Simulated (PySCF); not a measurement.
An unknown is described by computed data only.

Formula: C3H7NO.

* Rotational structure: rotational constants A, B, C: 9.177, 4.238, 3.009 GHz [GFN2-xTB]
* 1H NMR: chemical shifts (computed TMS as zero) by class: 7.95 (1 H), 3.00 (3 H), 2.90 (3 H) ppm [GIAO PBE0/pcSseg-1]
* 13C NMR: chemical shifts (computed TMS as zero) by class: 162.0 (1 C), 37.2 (1 C), 31.2 (1 C) ppm [GIAO PBE0/pcSseg-1]
* UV, first state: lowest singlet excitation: 5.82 eV (213 nm, f = 0.001) [TDDFT CAM-B3LYP/def2-SVPD]
* Triplet: lowest triplet excitation (Tamm–Dancoff): 5.13 eV [TDA CAM-B3LYP/def2-SVPD]
* Couplings: largest of the computed one-bond spin–spin couplings (means over like bonds): 13C–1H +192.0, 13C–1H +142.8 (×3), 13C–1H +141.0 (×3), 17O–13C +27.3, 15N–13C -17.5, 15N–13C -14.1, 15N–13C -12.9 Hz [B3LYP/pcJ-1, spin–dipole term left out for some pairs]

Gas-phase values; electronic properties from PySCF, density fitting. Levels stand in brackets. One conformer (not necessarily the lowest) at the GFN2-xTB geometry, without solvent, vibrations or thermal averaging. Each NMR value is the plain mean over a class of atoms that symmetry, rotation or inversion makes alike.

Problem. What is the compound? Reason from the data.

Solution. Numbering: `[CH3:1][N:2]([CH3:3])[CH:4]=[O:5]`. Its formula, C3H7NO, gives 1 degree of unsaturation: 0 rings and 1 π bond in the structure found. 3 carbons fall into 3 classes; from least to most shielded: amide carbonyl carbon [C4] (162.0 ppm), N-methyl carbon [C1] (37.2 ppm), N-methyl carbon [C3] (31.2 ppm). Hydrogen classes from least to most shielded: 1 H on an amide carbonyl carbon, C4 (7.95 ppm), 3 H on an N-methyl carbon, C3 (3.00 ppm, a mean of values up to 2.5 ppm apart in this geometry), 3 H on an N-methyl carbon, C1 (2.90 ppm). The couplings run between: +192.0 Hz, amide carbonyl carbon [C4] and its hydrogen; +142.8 Hz, N-methyl carbon [C3] and its hydrogen (with 2 like pairs); +141.0 Hz, N-methyl carbon [C1] and its hydrogen (with 2 like pairs); +27.3 Hz, amide oxygen [O5] and amide carbonyl carbon [C4]; -17.5 Hz, amide nitrogen [N2] and amide carbonyl carbon [C4]; -14.1 Hz, amide nitrogen [N2] and N-methyl carbon [C1]; -12.9 Hz, amide nitrogen [N2] and N-methyl carbon [C3]. The optimised geometry has point group Cs and is an asymmetric top. Structure: `CN(C)C=O`. Computed isomers that give other values at the same levels: `CCNC=O` (rotational constant A: 12.743 GHz; this holds for the one conformer computed); `CNC(C)=O` (13C chemical shifts (computed TMS as zero) by class: 168.3 (1 C), 26.4 (1 C), 24.0 (1 C) ppm); `CCC(N)=O` (13C chemical shifts (computed TMS as zero) by class: 172.9 (1 C), 29.4 (1 C), 10.2 (1 C) ppm). The assignments are read from this structure; whether some other isomer fits the data as well wasn't checked.

Shape of the structure used: `[CH3:1][N:2]([CH3:3])[CH:4]=[O:5]`: C1–N2–C4–O5 180°.
